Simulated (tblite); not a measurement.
C₅H₈S (charge -1 and doublet state).
Atom-mapped SMILES: `[CH2:1]=[C:2]([CH3:3])[CH2:4][CH:5][S-:6]` (hydrogens: H7, H8 on C1; H9, H10, H11 on C3; H12, H13 on C4; H14 on C5)

Cartesian coordinates in Å at the GFN2-xTB level; atoms count from 1:
```xyz
14
C5H8S angstrom
C     -1.522    0.881   -0.263
C     -0.512    0.151    0.229
C     -0.627   -1.326    0.445
C      0.855    0.717    0.467
C      1.636    0.392   -0.769
S      2.493   -1.054   -0.943
H     -2.458    0.436   -0.567
H     -1.429    1.945   -0.418
H     -1.552   -1.726    0.031
H      0.224   -1.824   -0.026
H     -0.591   -1.560    1.513
H      1.328    0.249    1.336
H      0.806    1.804    0.621
H      1.348    0.915   -1.677
```

Computed with GFN2-xTB (tblite): harmonic, unscaled wavenumbers at the GFN2-xTB geometry, gas phase. The method is semi-empirical: single wavenumbers can be off by several per cent or more. One conformer, not necessarily the lowest. Open shells enter through the occupations alone, without spin polarisation, and single modes of such species can be off by tens of per cent.

Harmonic wavenumbers (cm⁻¹): 84.0, 117.2, 195.6, 228.5, 303.9, 389.1, 414.5, 471.0, 490.5, 658.4, 752.8, 814.8, 855.6, 949.9, 982.4, 1035.1, 1042.7, 1101.2, 1138.7, 1244.5, 1279.3, 1290.5, 1397.0, 1427.9, 1463.1, 1482.0, 1496.4, 1653.4, 2857.1, 2933.1, 2938.9, 2946.1, 2960.4, 2993.0, 3050.0, 3076.4.

A = 5555, B = 1725, C = 1492 MHz; mass 100.035 u (most abundant isotopes); point group C1, symmetry number 1; spin multiplicity 2.

Q: What is the zero-point energy?

A: Half the sum of the wavenumbers: 24258 cm⁻¹ = 69.36 kcal/mol.

Q: Give the ideal-gas entropy at 273.15 K and 1 bar in the rigid-rotor, harmonic-oscillator model (classical rotation).

A: Translation 39.31, rotation 27.25, vibration 15.64, spin (R ln 2) 1.38: S = 83.6 cal/(mol K).

Q: And Cp and H(273.15 K) − H(0)?

A: Cp = 26.73 cal/(mol K), of which vibrations give 18.78 (their classical limit is 36 R = 71.5); H(273.15 K) − H(0) = 4.62 kcal/mol without the zero-point energy, 2.45 from vibrations.

Q: Blend soft modes into free rotors: weight 1/[1 + (100 cm⁻¹/ν̃)⁴] for the oscillator and the rest for a rotor with moment μB/(μ + B), μ = h/(8π²ν), B = 10⁻⁴⁴ kg m². What vibrational entropy results?

A: 15.09 cal/(mol K) in place of 15.64, which changes −T·S at 273.15 K by +0.15 kcal/mol.

Q: Which modes carry the vibrational entropy at 273.15 K?

A: 84.0 cm⁻¹: 3.62; 117.2 cm⁻¹: 2.98; 195.6 cm⁻¹: 2.01; 228.5 cm⁻¹: 1.73; 303.9 cm⁻¹: 1.25; 389.1 cm⁻¹: 0.88 cal/(mol K); the other 30 give 3.17 together.

Q: How do the functions run with temperature in this model?

A: 
```csv
T (K),S (cal/(mol K)),Cp (cal/(mol K)),H − H(0) (kcal/mol),G − H(0) (kcal/mol),ln q(vib)
100,63.9,14.3,1.06,-5.34,0.68
200,76.1,21.5,2.86,-12.36,2.17
300,86.2,28.6,5.36,-20.49,3.80
500,103.9,41.4,12.43,-39.54,7.19
800,126.4,54.0,26.89,-74.20,12.19
1000,139.0,59.6,38.28,-100.77,15.33
```

q(vib) and H(0) count from the zero-point level.

Q: What must be added to the electronic energy to get the Gibbs energy at 273.15 K and 1 bar?

A: ZPE + [H(273.15 K) − H(0)] − T·S = 69.36 + 4.62 − 22.83 = 51.15 kcal/mol.

Hindered rotation and anharmonicity are outside this model. Other conformers, if any are populated, would add a mixing term that is left out. The structure is chiral; the term R ln 2 for an equal mix with its mirror image is left out.
